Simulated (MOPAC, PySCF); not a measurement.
Breaking a bond: H2, singlet.

Computed with: UKS-B3LYP/3-21G = unrestricted B3LYP/3-21G run with PySCF; RKS-PBE0 = restricted PBE0/6-31G (PySCF); UCCSD(T) = CCSD(T) on UHF/6-31G in PySCF 2.14.0; PM7, restricted, heats of formation (MOPAC).

Energies are in kcal/mol, each relative to the lowest point of its own curve near equilibrium.

```
R / Å  UKS-B3LYP/3-21G  RKS-PBE0  UCCSD(T)    PM7
-----  ---------------  --------  --------  -----
0.59              15.0      14.3      14.5   26.2
0.63               7.5       7.0       7.2   14.1
0.67               2.9       2.7       2.8    6.3
0.70               1.0       0.9       1.0    2.6
0.72               0.3       0.2       0.3    1.1
0.75               0.0       0.0       0.0    0.1
0.76               0.1       0.1       0.1    0.0
0.80               1.1       1.2       1.0    1.0
0.82               2.0       2.1       1.9    2.2
0.86               4.4       4.5       4.1    5.6
0.93              10.0      10.2       9.4   14.5
1.00              16.9      17.0      15.6   25.7
1.13              31.2      31.2      28.3   49.8
1.22              41.4      41.3      37.1   67.2
1.36              57.0      56.9      49.9   93.7
1.48              69.7      69.6      59.6  114.6
1.62              82.0      83.3      69.2  136.6
1.83              94.3     101.6      80.1  164.3
2.02             100.8     115.7      86.8  184.4
2.22                 —     128.2      91.3  201.3
2.58                 —     145.7      95.2  223.2
2.99                 —     159.2      97.7  238.9
```

At the longest distance, 2.99 Å, PM7 lies highest above its minimum (238.9 kcal/mol) and UCCSD(T) lowest (97.7 kcal/mol).

A dash means that the run gave no value there, or that the column was ended at a point which the program doubted or which failed a test of continuity chosen for this set; such a test can also cut sound points.

The unrestricted solution behind UKS-B3LYP/3-21G changes between 2.02 and 2.22 Å, which can leave a kink. The unrestricted determinant behind UKS-B3LYP/3-21G is spin-contaminated at 1.62 to 2.02 Å (<S²> up to 0.7, against 0.00 for a pure singlet). The restricted form behind RKS-PBE0, PM7 keeps the bonding electrons paired and can't separate into open-shell fragments. The unrestricted determinant behind UCCSD(T) is spin-contaminated at 1.22 to 2.99 Å (<S²> up to 1.0, against 0.00 for a pure singlet).
